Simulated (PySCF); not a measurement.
## CN₂: PBE0 against B3LYP

Base calculation in PySCF with density fitting and no spin–orbit coupling, PBE0/def2-TZVP (no relativity): triplet, D∞h, C–N 1.224 Å (×2); wavenumbers 451 (×2), 1287, 1553 cm⁻¹; polar-tensor charge of C -0.22 e, atomisation energy (no zero-point energy) 1266 kJ/mol.

**Question.** What changes on going to B3LYP/def2-TZVP (no relativity)?

**Answer.** The point group stays the same. Changes: mean bond to C 0.000 Å, highest wavenumber +9 cm⁻¹, lowest wavenumber +1 cm⁻¹, polar-tensor charge of C +0.05 e, atomisation energy (no zero-point energy) 0 kJ/mol. The new structure has C–N 1.224 Å (×2), with wavenumbers 452 (×2), 1276, 1562 cm⁻¹.

Only the bonding shown was studied: isomers, or loss of a ligand pair, can lie lower.
